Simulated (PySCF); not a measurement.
hydrogen peroxide (H2O2), SMILES OO. Geometry optimised at B3LYP-D3(BJ)/def2-TZVP. A frequency run showed that this geometry is not a minimum.

TDDFT-PBE/def2-TZVPD (PySCF 2.14.0) puts the lowest singlet excitations at 4.68, 5.35, 6.38, 7.33, 7.54, 8.09 eV and the lowest triplet (TDA) at 3.62 eV.

Task: What are the lowest singlet roots from EOM-CCSD/aug-cc-pVDZ run with PySCF? (The exact figures need the calculation; the answer reports its results.)

Result: 5.21, 6.21, 7.39, 8.93, 9.00, 9.38 eV; triplets 4.06, 6.00, 7.14 eV. S1 differs by 0.53 eV (second minus first; roots are paired by order, and the bases may differ).
